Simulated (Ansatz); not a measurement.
# C₂H₃Si radical (SMILES C#C[SiH2]): single points off equilibrium

The task here is to estimate one member of a computed series from the others.

Method: single points in def2-TZVPP; program: Ansatz 0.2.0, Gaussian basis.

Cores are frozen in the correlated methods. Orbitals are unrestricted.

## Where the work starts

SMILES `C#C[SiH2]`, 6 atoms, charge 0, spin multiplicity 2.

Atoms are counted from 1 here; the program's logs count them from 0.

Bond lengths: C1–C2 1.189 Å, C1–H4 1.041 Å, C2–Si3 1.846 Å, Si3–H5 1.493 Å, Si3–H6 1.289 Å. Angles: C2–C1–H4 168.4°, C1–C2–Si3 177.7°, C2–Si3–H5 112.0°, C2–Si3–H6 117.8°, H5–Si3–H6 114.2°.

As a file:

```xyz
6
charge 0, multiplicity 2
C     1.09530   -1.27320    0.55500
C     0.43310   -0.36290    0.17280
Si   -0.54500    1.09680   -0.39340
H     1.49350   -2.14090    0.96890
H    -1.21510    0.84800   -1.70360
H    -1.28710    1.69580    0.47390
```

The first run:

The input, run/in.yaml:

```yaml
crystal:
  periodic: [false, false, false]
  atoms:
    - {symbol: C, position_ang: [1.095300, -1.273200, 0.555000]}
    - {symbol: C, position_ang: [0.433100, -0.362900, 0.172800]}
    - {symbol: Si, position_ang: [-0.545000, 1.096800, -0.393400]}
    - {symbol: H, position_ang: [1.493500, -2.140900, 0.968900]}
    - {symbol: H, position_ang: [-1.215100, 0.848000, -1.703600]}
    - {symbol: H, position_ang: [-1.287100, 1.695800, 0.473900]}
basis:
  gaussian: {orbitals: def2-TZVPP}
magnetization: {spin_polarized: true, initial_magnetization: 1}
correlation: {method: ccsd_t}
scf: {omitted_lower_state_checks: [cluster_reference]}
output: {forces: true}
```

No record of the launch command was kept for these runs.

Steps of the session up to this table: CCSD(T)/def2-TZVPP; PBE0-D4/def2-TZVPP; wB97M-V/def2-TZVPP; r2SCAN-D4/def2-TZVPP; PBE-D4/def2-TZVPP; wB97X-V/def2-TZVPP; SPW92/def2-TZVPP.

One of the session's tables, all rows but one given; the rest of the session is left out.

| method | RMS force component (eV/Å) | angle to CCSD(T) forces (°) | dipole (D) |
| --- | --- | --- | --- |
| CCSD(T) | 2.185 | reference | 0.57 |
| PBE0-D4 | 2.104 | 8.3 | 0.53 |
| wB97M-V | 1.998 | 10.1 | 0.48 |
| r2SCAN-D4 | 2.149 | 5.4 | 0.51 |
| PBE-D4 | ? | ? | ? |
| wB97X-V | 2.053 | 10.7 | 0.58 |
| SPW92 | 2.242 | 7.9 | 0.46 |

**Question.** Estimate the row for PBE-D4.

As computed: RMS force component (eV/Å): 2.261; angle to CCSD(T) forces (°): 3.9; dipole (D): 0.50. In the column «RMS force component (eV/Å)» it is the highest.
